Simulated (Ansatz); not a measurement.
Two structures, one formula

The two ends of one reaction step of SiH$_{5}$F, singlet (PBE0-D4/def2-TZVP).

A:

```
7
angstrom
Si -0.6340 -0.9441 0.0902
F 0.8731 -0.5312 0.4402
H -0.5948 -2.0493 -0.8957
H -1.3196 0.2399 -0.4781
H -1.2968 -1.3823 1.3407
H 1.5103 1.9798 -0.1318
H 1.4618 2.6872 -0.3656
```

B:

```xyz
7
angstrom
Si -0.8717 -0.0654 -0.2597
F 2.4944 -0.1208 0.8372
H -0.4815 -1.1999 -1.1289
H -2.0546 0.6356 -0.8138
H -1.1396 -0.5316 1.1208
H 1.7990 0.3649 0.4674
H 0.2540 0.9172 -0.2230
```

Computed with Ansatz 0.2.0 (basis: def2-TZVPP); correlated methods freeze the cores. B3LYP uses VWN-RPA correlation.

Problem. Which structure is lower at CCSD(T), and by how much? (To be estimated.)

Solution. By the calculation: A, by 23.75 kcal/mol (electronic energy, against the other). By their contacts, A is a complex of SiH₃F ([F][SiH3]) + H₂ and B is a complex of SiH₄ + HF.

All methods give the same order:

```csv
method,E(B) − E(A) (kcal/mol)
SPW92,19.69
PBE-D4,21.53
BLYP-D4,24.30
r2SCAN-D4,24.86
B97M-V,24.63
PBE0-D4,21.82
B3LYP-D4,24.34
r2SCAN0-D4,24.30
BHLYP-D4,25.14
CAM-B3LYP-D4,24.75
wB97X-V,24.27
wB97M-V,24.43
B2PLYP,24.96
PBE-QIDH,23.40
RPA on PBE,24.17
HF,26.42
MP2,25.18
CCSD,23.81
CCSD(T),23.75
```

T1 diagnostic: at most 0.011.

Labels in which every atom is bracketed show which atoms are joined, not bond orders.

For scale, one of the runs: CCSD(T)/def2-TZVPP, 143 basis functions (an equivalent command: `ansatz run in.yaml --threads 2`). The run took 5.5 s on 2 CPU threads (shared host), with 0.98 GiB of host memory at its peak.
